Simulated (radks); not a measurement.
# P⁴⁺ in [Ne] 3s1: an all-electron calculation

One table from this session's results is given with a row withheld; the runs are named, their logs left out.

Program: radks (a radial shooting solver on a logarithmic mesh, Libxc functionals) version 1. Level of theory: non-relativistic Kohn-Sham, Tao-Mo meta-GGA, spin-polarised, spherical densities, point nucleus; open shells are filled with parallel spins first. These are calculated values, not measurements, unless marked.

## What is computed

- element: phosphorus (Z = 15)
- charge: +4
- electrons: 11
- configuration: [Ne] 3s1

The outer shells:

P⁴⁺
```
[Ne] core
3s [↑ ]
```

Set-up of the first run:

The run's settings:

```text
Z 15
configuration [Ne] 3s1 3p0 4s0
relativity non-relativistic
functional tm,tm
spin polarised
nucleus point
```

The run is started by

```console
$ python run_ks.py task.json out
```

The same process makes all the runs of this session.

Steps of the session up to this table: Self-consistent calculation.

One table of the session follows, with a row left open; its other results are not shown here.

It belongs to the step «Orbitals and density». Sizes of the orbitals, from the radial functions (bohr):

| level | <r> | outermost maximum (interpolated) | 90 % within | nodes |
| --- | --- | --- | --- | --- |
| 1s up | 0.1038 | 0.0680 | 0.185 | 0 |
| 1s down | 0.1038 | 0.0680 | 0.185 | 0 |
| 2s up | 0.5174 | 0.418 | 0.811 | 1 |
| 2s down | 0.5175 | 0.418 | 0.811 | 1 |
| 2p up | 0.4822 | 0.354 | 0.804 | 0 |
| 2p down | ? | ? | ? | ? |
| 3s up | 1.602 | 1.43 | 2.35 | 2 |
| 3p up | 1.722 | 1.52 | 2.56 | 1 |

**Question.** Estimate the row for 2p down.

**Answer.** <r>: 0.4816; outermost maximum (interpolated): 0.354; 90 % within: 0.803; nodes: 0. In the column «<r>» it lies between 1s down (0.1038) and 2p up (0.4822).
